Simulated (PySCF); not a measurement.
## ClHSi: core ionisation energies

Species: monochlorosilylene, ClHSi (singlet state).
Z-matrix (Å and degrees, PBE0-D3(BJ)/def2-SVP geometry), rows numbered from 1:
```
Si
Cl  1  2.0915
H   1  1.5385  2   95.34
```

Computed, not measured: PySCF 2.14.0, delta-SCF UKS SCAN, pcX-2 on the ionised atom, pcseg-1 elsewhere, spin-free X2C. Each binding energy is the total energy of the core-ionised species, with the hole localised on one atom, minus that of the ground state; both are solved self-consistently, so orbital relaxation is included.

Q: What binding energy does each computed site have?

A: 
```json
{"atom(s)": "Cl2", "bonded to": "Si", "level": "Cl 2p3/2", "binding energy (eV)": "206.14", "2p1/2 (eV)": "207.79", "count": "1"}
{"atom(s)": "Si1", "bonded to": "Cl and H", "level": "Si 1s", "binding energy (eV)": "1848.67", "2p1/2 (eV)": "–", "count": "1"}
{"atom(s)": "Cl2", "bonded to": "Si", "level": "Cl 1s", "binding energy (eV)": "2828.71", "2p1/2 (eV)": "–", "count": "1"}
```

Q: Which photon wavelength matches the Si 1s of Si1 threshold?

A: λ = hc/E = 12398.42 eV Å / 1848.67 eV = 6.707 Å.

Q: Express the binding energy of Si 1s of Si1 in atomic units and per mole.

A: 1848.67 eV = 67.9374 Eh = 178370 kJ/mol.

Not every level is listed. The 2p values add to the ΔSCF energy of one spin-free hole a correction within the shell (spin–orbit coupling, ligand field). 2p1/2 minus 2p3/2 (ligand field included): Cl 1.65 eV. Geometry: PBE0-D3(BJ)/def2-SVP; no solvent, vibrations or thermal averaging.

Hardware: one thread, Arm Neoverse V1, on a shared host. Cost: 3.6 s.
